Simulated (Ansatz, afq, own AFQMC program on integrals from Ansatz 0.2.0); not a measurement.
# BH4O (doublet): AFQMC on the coupled-cluster ladder at distance B1–H4 along a hydrogen transfer = 1.535 Å, cc-pVTZ

Aim: compute BH4O (doublet) with auxiliary-field quantum Monte Carlo on the same integrals as coupled cluster, and set the energies side by side.

Method: cc-pVTZ, frozen cores; program: Ansatz 0.2.0, Gaussian basis, and an in-house AFQMC program (afq) on its integrals; all values are calculated.

To be run: PBE (unrestricted); r2SCAN (unrestricted); CCSD(T) on UHF; PBE0 (unrestricted); B3LYP (unrestricted); CCSD(T) on UHF; wB97M-V (unrestricted); B2PLYP (unrestricted); CCSD(T) on UHF; Phaseless AFQMC, CISD trial on UHF.

## Step 1: What is computed

The geometry derives from fragments relaxed apart (PBE0/def2-TZVP) and kept rigid, so it is no stationary point. A hydrogen atom is moved between rigid fragments.

6 atoms, charge 0, spin multiplicity 2.

Atoms are counted from 1 here; the program's logs count them from 0.

Bond lengths: B1–H2 1.193 Å, B1–H3 1.193 Å, H4–O5 0.990 Å, O5–H6 0.973 Å. Angles: H2–B1–H3 120.0°, H4–O5–H6 105.0°.

## Step 2: PBE (unrestricted)

The input, in.yaml:

```yaml
crystal:
  periodic: [false, false, false]
  atoms:
    - {symbol: B, position_ang: [-1.411757, 0.030718, 0.000000]}
    - {symbol: H, position_ang: [-2.008490, 1.064290, 0.000000]}
    - {symbol: H, position_ang: [-2.008491, -1.002853, 0.000000]}
    - {symbol: H, position_ang: [0.123243, 0.030718, 0.000000]}
    - {symbol: O, position_ang: [1.113243, 0.030718, 0.000000]}
    - {symbol: H, position_ang: [1.365102, -0.909232, 0.000000]}
basis:
  gaussian: {orbitals: cc-pVTZ}
magnetization: {spin_polarized: true, initial_magnetization: 1}
hamiltonian: {xc: {name: PBE}}
output: {orbitals: {seedname: orbitals}}
```

On the command line:

```bash
$ ansatz run in.yaml --threads 1 --pin off --events-out ev --progress --plain --max-ram 5632MiB --backend cpu
```

The program printed:

```text
Functional definition: PBE
  name "PBE"
  cite "Perdew, Burke & Ernzerhof, Phys. Rev. Lett. 77, 3865 (1996) doi:10.1103/PhysRevLett.77.3865"
  parent pbe
  parameter kappa = 0.804
  parameter beta = 0.06672455060314922
  exchange = pbe_x(kappa = kappa, mu = beta*pi^2/3)
  correlation = pbe_c(beta = beta)
619 factors; their error is unknown
mean field evaluation 1: about -2776.7488 eV, gradient 4.1e1 eV
mean field evaluation 2: about -2697.2790 eV, gradient 1.1e2 eV
mean field evaluation 4: about -2782.2260 eV, gradient 6.2e0 eV
mean field evaluation 8: about -2782.4127 eV, gradient 2.5e-1 eV
mean field evaluation 16: about -2782.4129 eV, gradient 7.9e-6 eV
mean field evaluation 32: about -2782.4129 eV, gradient 8.1e-6 eV
mean field -2782.41287630 eV, -102.2517872167 hartree, gradient 8.1e-6 eV, S^2 0.752853; 3 other end points of the search recorded, 0 dependent functions left out
reference -2782.41291064 eV, -102.2517884789 hartree; 9, 8 occupied and 107, 108 virtual orbitals, 619 factors
Total energy: -2782.41291064 eV, -102.2517884789 hartree
```

It took 2.8 s on 1 thread of AMD EPYC 7R13 (Zen 3), shared host; peak memory 2.1 GiB.

From the report: ⟨S²⟩ of the determinant 0.753 (pure doublet: 0.75).

## Step 3: r2SCAN (unrestricted)

in.yaml, as its differences from that of step 2:

```diff
@@ -12,3 +12,2 @@
 magnetization: {spin_polarized: true, initial_magnetization: 1}
-hamiltonian: {xc: {name: PBE}}
-output: {orbitals: {seedname: orbitals}}
+hamiltonian: {xc: {name: r2SCAN}}
```

Launched as before.

The program printed:

```text
Functional definition: r2SCAN
  name "r2SCAN"
  cite "Furness, Kaplan, Ning, Perdew & Sun, J. Phys. Chem. Lett. 11, 8208 (2020) doi:10.1021/acs.jpclett.0c02405"
  cite "Furness, Kaplan, Ning, Perdew & Sun, J. Phys. Chem. Lett. 11, 9248 (2020) doi:10.1021/acs.jpclett.0c03077"
  parent r2scan
  parameter k0 = 0.174
  parameter k1 = 0.065
  parameter a1 = 4.9479
  exchange = r2scan_x(k0 = k0, k1 = k1, a1 = a1)
  correlation = r2scan_c
619 factors; their error is unknown
mean field evaluation 1: about -2779.7053 eV, gradient 3.8e1 eV
mean field evaluation 2: about -2715.2283 eV, gradient 1.0e2 eV
mean field evaluation 4: about -2784.3635 eV, gradient 4.3e0 eV
mean field evaluation 8: about -2784.4485 eV, gradient 2.7e-1 eV
mean field evaluation 16: about -2784.4487 eV, gradient 5.1e-5 eV
mean field -2784.44871684 eV, -102.3266029769 hartree, gradient 5.1e-5 eV, S^2 0.755553; 1 other end points of the search recorded, 0 dependent functions left out
reference -2784.44872899 eV, -102.3266034233 hartree; 9, 8 occupied and 107, 108 virtual orbitals, 619 factors
Total energy: -2784.44872899 eV, -102.3266034233 hartree
```

Wall time 2.7 s (1 thread of AMD EPYC 7R13 (Zen 3), shared host); peak memory 2.1 GiB.

From the report: ⟨S²⟩ of the determinant 0.756 (pure doublet: 0.75).

## Step 4: CCSD(T) on UHF

in.yaml, as its differences from that of step 3:

```diff
@@ -12,2 +12,2 @@
 magnetization: {spin_polarized: true, initial_magnetization: 1}
-hamiltonian: {xc: {name: r2SCAN}}
+correlation: {method: ccsd_t, electrons: outside_noble_gas, hamiltonian_folder: ham}
```

On the command line:

```bash
$ ansatz run in.yaml --threads 1 --pin off --events-out ev --progress --plain --max-ram 16896MiB --backend cuda --devices 0, --max-vram 18GiB
```

The program printed, cut to the lines that bear on the results:

```text
Functional definition: HF
  name "HF"
  cite "Fock, Z. Phys. 61, 126 (1930) doi:10.1007/BF01340294"
  parent pbe
[...]
668 factors; integrals over basis functions are off by at most 1.5e-3 eV
[...]
mean field -2769.80684955 eV, -101.7885242783 hartree, gradient 3.5e-6 eV, S^2 0.761023; 1 other end points of the search recorded, 0 dependent functions left out
determinant -2769.80684955 eV, -101.7885242783 hartree, with singles and doubles -2780.27578900 eV, -102.1732507071 hartree
determinant -2768.04090431 eV, -101.7236269878 hartree, with singles and doubles -2778.68255405 eV, -102.1147004028 hartree
2 core orbitals not correlated: weight in the atoms' cores, before any rotation towards them, 1.000 or more for the frozen orbitals, at most 0.000 for the correlated occupied ones
reference -2769.80684955 eV, -101.7885242783 hartree; 7, 6 occupied and 107, 108 virtual orbitals, 668 factors
second order -9.71483795 eV of doubles, -0.00000000 eV of singles
cycle   1  -10.33181899 eV  change   -8.4e-1 eV  update   2.0e-2
[...]
cycle   9  -10.35541986 eV  change    1.3e-6 eV  update   1.3e-5
perturbative correction -0.31358631 eV, -0.0115240843 hartree
Total energy: -2780.47585571 eV, -102.1806030232 hartree
```

It took 6 s on 1 × NVIDIA H100 80GB HBM3 with 1 thread of AMD EPYC 7R13 (Zen 3), shared host; peak host memory 2.1 GiB.

From the report: ⟨S²⟩ of the determinant 0.761 (pure doublet: 0.75); correlation -10.6690 eV; T1 0.014; largest double amplitude 0.04.

This run also writes the integrals to the folder ham.

## Step 5: PBE0 (unrestricted)

in.yaml, as its differences from that of step 4:

```diff
@@ -12,2 +12,3 @@
 magnetization: {spin_polarized: true, initial_magnetization: 1}
-correlation: {method: ccsd_t, electrons: outside_noble_gas, hamiltonian_folder: ham}
+hamiltonian: {xc: {name: PBE0}}
+output: {orbitals: {seedname: orbitals}}
```

On the command line:

```bash
$ ansatz run in.yaml --threads 1 --pin off --events-out ev --progress --plain --max-ram 5632MiB --backend cpu
```

The program printed:

```text
Functional definition: PBE0
  name "PBE0"
  cite "Adamo & Barone, J. Chem. Phys. 110, 6158 (1999) doi:10.1063/1.478522"
  cite "Perdew, Burke & Ernzerhof, Phys. Rev. Lett. 77, 3865 (1996) doi:10.1103/PhysRevLett.77.3865"
  parent pbe
  parameter a = 0.25
  parameter kappa = 0.804
  parameter beta = 0.06672455060314922
  exchange = (1 - a)*pbe_x(kappa = kappa, mu = beta*pi^2/3) + a*exact_x
  correlation = pbe_c(beta = beta)
619 factors; their error is unknown
mean field evaluation 1: about -2778.6473 eV, gradient 3.5e1 eV
mean field evaluation 2: about -2756.0582 eV, gradient 7.9e1 eV
mean field evaluation 4: about -2782.6092 eV, gradient 1.9e0 eV
mean field evaluation 8: about -2782.6355 eV, gradient 3.3e-2 eV
mean field evaluation 16: about -2782.6282 eV, gradient 2.4e-5 eV
mean field -2782.62823000 eV, -102.2597013195 hartree, gradient 2.4e-5 eV, S^2 0.753729; 1 other end points of the search recorded, 0 dependent functions left out
reference -2782.62825615 eV, -102.2597022802 hartree; 9, 8 occupied and 107, 108 virtual orbitals, 619 factors
Total energy: -2782.62825615 eV, -102.2597022802 hartree
```

Run time: 1.7 s. Hardware: 1 thread of AMD EPYC 7R13 (Zen 3), shared host; peak memory 2.1 GiB.

From the report: ⟨S²⟩ of the determinant 0.754 (pure doublet: 0.75).

## Step 6: B3LYP (unrestricted)

in.yaml, as its differences from that of step 5:

```diff
@@ -12,3 +12,2 @@
 magnetization: {spin_polarized: true, initial_magnetization: 1}
-hamiltonian: {xc: {name: PBE0}}
-output: {orbitals: {seedname: orbitals}}
+hamiltonian: {xc: {name: B3LYP}}
```

Same command.

The program printed, cut to the lines that bear on the results:

```text
Functional definition: B3LYP
  name "B3LYP"
  cite "Stephens, Devlin, Chabalowski & Frisch, J. Phys. Chem. 98, 11623 (1994) doi:10.1021/j100096a001"
  cite "Becke, Phys. Rev. A 38, 3098 (1988) doi:10.1103/PhysRevA.38.3098"
  cite "Lee, Yang & Parr, Phys. Rev. B 37, 785 (1988) doi:10.1103/PhysRevB.37.785"
  cite "Vosko, Wilk & Nusair, Can. J. Phys. 58, 1200 (1980) doi:10.1139/p80-159"
[...]
619 factors; their error is unknown
[...]
mean field -2786.35238353 eV, -102.3965614373 hartree, gradient 2.9e-5 eV, S^2 0.753013; 1 other end points of the search recorded, 0 dependent functions left out
reference -2786.35259137 eV, -102.3965690754 hartree; 9, 8 occupied and 107, 108 virtual orbitals, 619 factors
Total energy: -2786.35259137 eV, -102.3965690754 hartree
```

It took 1.8 s on 1 thread of AMD EPYC 7R13 (Zen 3), shared host; peak memory 2.1 GiB.

From the report: ⟨S²⟩ of the determinant 0.753 (pure doublet: 0.75).

## Step 7: CCSD(T) on UHF

in.yaml, as its differences from that of step 6:

```diff
@@ -10,4 +10,4 @@
 basis:
-  gaussian: {orbitals: cc-pVTZ}
+  gaussian: {orbitals: def2-TZVPP}
 magnetization: {spin_polarized: true, initial_magnetization: 1}
-hamiltonian: {xc: {name: B3LYP}}
+correlation: {method: ccsd_t, electrons: outside_noble_gas}
```

On the command line:

```bash
$ ansatz run in.yaml --threads 1 --pin off --events-out ev --progress --plain --max-ram 16896MiB --backend cuda --devices 0, --max-vram 18GiB
```

The program printed, cut to the lines that bear on the results:

```text
Functional definition: HF
  name "HF"
  cite "Fock, Z. Phys. 61, 126 (1930) doi:10.1007/BF01340294"
  parent pbe
[...]
704 factors; integrals over basis functions are off by at most 1.2e-3 eV
[...]
mean field -2769.95319191 eV, -101.7939022609 hartree, gradient 3.0e-6 eV, S^2 0.760950; 1 other end points of the search recorded, 0 dependent functions left out
determinant -2769.95319191 eV, -101.7939022609 hartree, with singles and doubles -2780.40144680 eV, -102.1778685462 hartree
determinant -2768.16965470 eV, -101.7283584775 hartree, with singles and doubles -2778.78754111 eV, -102.1185586058 hartree
2 core orbitals not correlated: weight in the atoms' cores, before any rotation towards them, 1.000 or more for the frozen orbitals, at most 0.000 for the correlated occupied ones
reference -2769.95319191 eV, -101.7939022609 hartree; 7, 6 occupied and 109, 110 virtual orbitals, 704 factors
second order -9.69016468 eV of doubles, -0.00000000 eV of singles
cycle   1  -10.31380182 eV  change   -8.5e-1 eV  update   2.0e-2
[...]
cycle   9  -10.33548557 eV  change    2.7e-6 eV  update   1.3e-5
perturbative correction -0.31108954 eV, -0.0114323297 hartree
Total energy: -2780.59976702 eV, -102.1851566797 hartree
```

Run time: 5.5 s. Hardware: 1 × NVIDIA H100 80GB HBM3 with 1 thread of AMD EPYC 7R13 (Zen 3), shared host; peak host memory 2.1 GiB.

From the report: ⟨S²⟩ of the determinant 0.761 (pure doublet: 0.75); correlation -10.6466 eV; T1 0.014; largest double amplitude 0.03.

## Step 8: wB97M-V (unrestricted)

in.yaml, as its differences from that of step 7:

```diff
@@ -10,4 +10,5 @@
 basis:
-  gaussian: {orbitals: def2-TZVPP}
+  gaussian: {orbitals: cc-pVTZ}
 magnetization: {spin_polarized: true, initial_magnetization: 1}
-correlation: {method: ccsd_t, electrons: outside_noble_gas}
+hamiltonian: {xc: {name: wB97M-V}}
+output: {orbitals: {seedname: orbitals}}
```

On the command line:

```bash
$ ansatz run in.yaml --threads 1 --pin off --events-out ev --progress --plain --max-ram 5632MiB --backend cpu
```

The program printed, cut to the lines that bear on the results:

```text
Functional definition: wB97M-V
  name "wB97M-V"
  cite "Mardirossian & Head-Gordon, J. Chem. Phys. 144, 214110 (2016) doi:10.1063/1.4952647"
  cite "Becke, J. Chem. Phys. 107, 8554 (1997) doi:10.1063/1.475007"
  cite "Vydrov & Van Voorhis, J. Chem. Phys. 133, 244103 (2010) doi:10.1063/1.3521275"
  # Of w^i u^j: cxij and so on, Table III.
[...]
  gx(w, u) = 1 - cx + cx01*u + cx10*w
  gss(w, u) = css00 + css04*u^4 + css10*w + css20*w^2 + css43*w^4*u^3
  gos(w, u) = cos00 + cos10*w + (cos20 + cos21*u)*w^2 + (cos60 + cos61*u)*w^6
[...]
      + integral(e_c_pw_mod_opposite_spin*gos(b97_w_opposite, b97_u_opposite)) + vv10(b, c)
619 factors; their error is unknown
150 factors; integrals over basis functions are off by at most 1.6e-5 eV
[...]
mean field -2784.41213126 eV, -102.3252584813 hartree, gradient 3.5e-5 eV, S^2 0.752236; 1 other end points of the search recorded, 0 dependent functions left out
reference -2784.41217184 eV, -102.3252599728 hartree; 9, 8 occupied and 107, 108 virtual orbitals, 619 factors
Total energy: -2784.41217184 eV, -102.3252599728 hartree
```

Run time: 4.5 s. Hardware: 1 thread of AMD EPYC 7R13 (Zen 3), shared host; peak memory 2.1 GiB.

From the report: ⟨S²⟩ of the determinant 0.752 (pure doublet: 0.75).

## Step 9: B2PLYP (unrestricted)

in.yaml, as its differences from that of step 8:

```diff
@@ -12,3 +12,3 @@
 magnetization: {spin_polarized: true, initial_magnetization: 1}
-hamiltonian: {xc: {name: wB97M-V}}
-output: {orbitals: {seedname: orbitals}}
+hamiltonian: {xc: {name: B2PLYP}}
+correlation: {electrons: outside_noble_gas}
```

Same command.

The program printed, cut to the lines that bear on the results:

```text
Functional definition: B2PLYP
  name "B2PLYP"
  cite "Grimme, J. Chem. Phys. 124, 034108 (2006) doi:10.1063/1.2148954"
  cite "Becke, Phys. Rev. A 38, 3098 (1988) doi:10.1103/PhysRevA.38.3098"
  cite "Lee, Yang & Parr, Phys. Rev. B 37, 785 (1988) doi:10.1103/PhysRevB.37.785"
[...]
668 factors; integrals over basis functions are off by at most 1.5e-3 eV
[...]
mean field -2780.62431302 eV, -102.1860587285 hartree, gradient 4.0e-6 eV, S^2 0.755806; 0 other end points of the search recorded, 0 dependent functions left out
2 core orbitals not correlated: weight in the atoms' cores, before any rotation towards them, 1.000 or more for the frozen orbitals, at most 0.000 for the correlated occupied ones
reference -2780.62444473 eV, -102.1860635689 hartree; 7, 6 occupied and 107, 108 virtual orbitals, 668 factors
second order -11.70279776 eV of doubles, -0.00000000 eV of singles
Total energy: -2783.78420012 eV, -102.3021824378 hartree
```

Run time: 2.4 s. Hardware: 1 thread of AMD EPYC 7R13 (Zen 3), shared host; peak memory 2.1 GiB.

From the report: ⟨S²⟩ of the determinant 0.756 (pure doublet: 0.75).

## Step 10: CCSD(T) on UHF

in.yaml, as its differences from that of step 9:

```diff
@@ -10,5 +10,4 @@
 basis:
-  gaussian: {orbitals: cc-pVTZ}
+  gaussian: {orbitals: "def2-QZVPP.json"}
 magnetization: {spin_polarized: true, initial_magnetization: 1}
-hamiltonian: {xc: {name: B2PLYP}}
-correlation: {electrons: outside_noble_gas}
+correlation: {method: ccsd_t, electrons: outside_noble_gas}
```

On the command line:

```bash
$ ansatz run in.yaml --threads 1 --pin off --events-out ev --progress --plain --max-ram 16896MiB --backend cuda --devices 0, --max-vram 18GiB
```

The program printed, cut to the lines that bear on the results:

```text
Functional definition: HF
  name "HF"
  cite "Fock, Z. Phys. 61, 126 (1930) doi:10.1007/BF01340294"
  parent pbe
[...]
1411 factors; integrals over basis functions are off by at most 1.2e-3 eV
[...]
mean field -2770.10423730 eV, -101.7994530769 hartree, gradient 2.0e-6 eV, S^2 0.761018; 1 other end points of the search recorded, 0 dependent functions left out
determinant -2770.10423730 eV, -101.7994530769 hartree, with singles and doubles -2781.28758583 eV, -102.2104335550 hartree
determinant -2768.30822993 eV, -101.7334510232 hartree, with singles and doubles -2779.65168327 eV, -102.1503152445 hartree
2 core orbitals not correlated: weight in the atoms' cores, before any rotation towards them, 1.000 or more for the frozen orbitals, at most 0.000 for the correlated occupied ones
reference -2770.10423730 eV, -101.7994530769 hartree; 7, 6 occupied and 225, 226 virtual orbitals, 1411 factors
second order -10.43076573 eV of doubles, -0.00000000 eV of singles
cycle   1  -10.92056505 eV  change    -1.0e0 eV  update   2.3e-2
[...]
cycle   9  -10.95343695 eV  change   -2.2e-7 eV  update   1.3e-5
perturbative correction -0.36070218 eV, -0.0132555607 hartree
Total energy: -2781.41837644 eV, -102.2152400210 hartree
```

Wall time 12 s (1 × NVIDIA H100 80GB HBM3 with 1 thread of AMD EPYC 7R13 (Zen 3), shared host); peak host memory 2.1 GiB.

From the report: ⟨S²⟩ of the determinant 0.761 (pure doublet: 0.75); correlation -11.3141 eV; T1 0.014; largest double amplitude 0.02.

## Step 11: Phaseless AFQMC, CISD trial on UHF

It reads the integrals that the CCSD(T) run on this determinant wrote.

On the command line:

```bash
$ afq ham --method phaseless --trial cisd --walkers 600 --populations 10 --least-time 60 --time-step 0.005 --steps-per-block 50 --equilibration-blocks 28 --max-blocks 4000 --target-error 0.00021 --factor-cut 1e-05 --start spin_pure --seed 3546 --release-times 0.24,0.51,0.99,1.62,2.4 --release-step 0.03 --release-every 3 --taylor-order 6
```

The program printed:

```text
orbitals 114  electrons 7 6  factors 668 of 668
reference energy -101.78852428 Eh
CCSD correlation -0.38055449 Eh in 13 cycles, weight of the determinant in the CISD state 0.8877
energy of the start -102.168498 Eh
 block  time / (1/Eh)  mean weight  energy / Eh
     1     0.250  0.9995  -102.166375
     2     0.500  1.0000  -102.170387
     3     0.750  1.0001  -102.176567
     4     1.000  1.0016  -102.175895
     5     1.250  1.0002  -102.177574
     6     1.500  0.9986  -102.181148
     7     1.750  0.9993  -102.181294
     8     2.000  0.9994  -102.180824
     9     2.250  0.9998  -102.180306
    10     2.500  1.0000  -102.179650
    11     2.750  0.9986  -102.180430
    16     4.000  0.9990  -102.180126
    21     5.250  1.0006  -102.176813
    26     6.500  1.0004  -102.182850
    31     7.750  1.0000  -102.179535
    36     9.000  0.9994  -102.180525
    41    10.250  0.9988  -102.183294
    46    11.500  1.0008  -102.180929
    51    12.750  0.9983  -102.183605
    56    14.000  0.9997  -102.185340
    61    15.250  1.0014  -102.184233
    66    16.500  1.0009  -102.179197
    71    17.750  1.0004  -102.180342
    76    19.000  1.0003  -102.183554
    81    20.250  1.0007  -102.183101
    86    21.500  0.9993  -102.182305
    91    22.750  0.9988  -102.186587
    96    24.000  1.0008  -102.178715
   101    25.250  0.9999  -102.182513
   106    26.500  0.9996  -102.184542
   111    27.750  1.0008  -102.180069
   116    29.000  0.9993  -102.182940
   121    30.250  0.9996  -102.185055
   126    31.500  1.0003  -102.181338
   131    32.750  0.9993  -102.179911
   136    34.000  1.0001  -102.181494
   141    35.250  0.9995  -102.178690
   146    36.500  1.0000  -102.180864
   151    37.750  1.0005  -102.177365
   156    39.000  1.0001  -102.179678
   161    40.250  1.0003  -102.182619
   166    41.500  0.9984  -102.181255
   171    42.750  1.0011  -102.184175
   176    44.000  1.0003  -102.177743
   181    45.250  0.9994  -102.181301
   186    46.500  0.9998  -102.180610
   191    47.750  1.0001  -102.182690
   196    49.000  1.0002  -102.180436
   201    50.250  1.0016  -102.180923
   206    51.500  0.9996  -102.179590
error from the spread of 10 populations
released: time / (1/Eh)  energy / Eh  error  mean overlap
  0.24  -102.181717  0.000311  0.9971
  0.51  -102.181981  0.000318  0.9917
  0.99  -102.182129  0.000313  0.9799
  1.62  -102.181188  0.000236  0.9884
  2.40  -102.181532  0.000322  0.9822
energy -102.181689 +/- 0.000367 Eh
```

Run time: 3.8 min. Hardware: 1 × NVIDIA H100 80GB HBM3 with 2 threads of AMD EPYC 7R13 (Zen 3), shared host; peak host memory 2.1 GiB.

Energy -2780.5054 ± 0.0100 eV. Caveats: constraint bias not in the error; error above the target.

## Step 12: All levels side by side

On the UHF determinant, counted from CCSD(T) (a yardstick, not exact):

| level | energy (eV) | from CCSD(T) (kcal/mol) | statistical error (kcal/mol) | time |
| --- | --- | --- | --- | --- |
| HF | -2769.8068 | +246.03 |  |  |
| MP2 | -2779.5217 | +22.00 |  |  |
| CCSD | -2780.1623 | +7.23 |  |  |
| CCSD(T) | -2780.4759 | 0.00 |  |  |
| Phaseless AFQMC, CISD trial, step 0.005, 600 walkers | -2780.5054 | -0.68 | 0.23 | 3.8 min |

The functionals' totals stand on their own zeros and serve differences with other points: PBE -2782.413 eV; r2SCAN -2784.449 eV; PBE0 -2782.628 eV; B3LYP -2786.353 eV; wB97M-V -2784.412 eV; B2PLYP -2783.784 eV.

## Step 13: Results

| quantity | value |
| --- | --- |
| Phaseless AFQMC, CISD trial on UHF from CCSD(T) | -0.68 ± 0.23 kcal/mol |

What this shows: On UHF the phaseless walk with the CISD trial lies -0.68 kcal/mol from CCSD(T), within three error bars. Error bars are statistical and leave out the constraint, the time step and what remains of the start.
